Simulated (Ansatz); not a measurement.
# CBO, doublet: reading a ladder of total energies

Geometry: a point of a stretch scan, not a stationary point.

```xyz
3

C     0.0000    0.0000    2.0280
B     0.0000    0.0000   -0.4100
O     0.0000    0.0000   -1.6179
```

Basis cc-pVDZ; Ansatz 0.2.0. Only valence electrons are correlated (noble-gas cores frozen), which leaves 13 electrons in 39 orbitals. Prefix R: restricted or restricted open-shell reference.

Full CI isn't at hand for all of this; RCCSDT(Q) serves as the reference, and is uncertain by about the last step of the cluster series.

Runs differ by some tens of microhartree through their thresholds and, for an open shell, their frozen cores, so steps under 0.03 kcal/mol mean nothing.

```
    level  total energy (hartree)
      RHF             -137.195711
     RMP2             -137.537192
    RCCSD             -137.571499
 RCCSD(T)             -137.587609
   RCCSDT             -137.589405
RCCSDT(Q)             -137.590682
```

Problem. What is the correlation energy at RCCSDT(Q), and what share of it do RMP2 and RCCSDT recover?

Solution. E(corr) = -137.590682 − (-137.195711) = -0.394971 hartree = -10.748 eV. RMP2: -0.341481 / -0.394971 = 86.46 %. RCCSDT: -0.393694 / -0.394971 = 99.68 %.

Problem. By how many kcal/mol does RCCSD(T) miss RCCSDT(Q) (1 hartree = 627.509 kcal/mol), and which steps make up the rest?

Solution. -137.587609 − (-137.590682) = 0.003073 hartree = 1.93 kcal/mol. Steps: RCCSDT − RCCSD(T) = -1.13, RCCSDT(Q) − RCCSDT = -0.80 kcal/mol. With more than one leading determinant such errors change with state and geometry, and needn't cancel in differences.
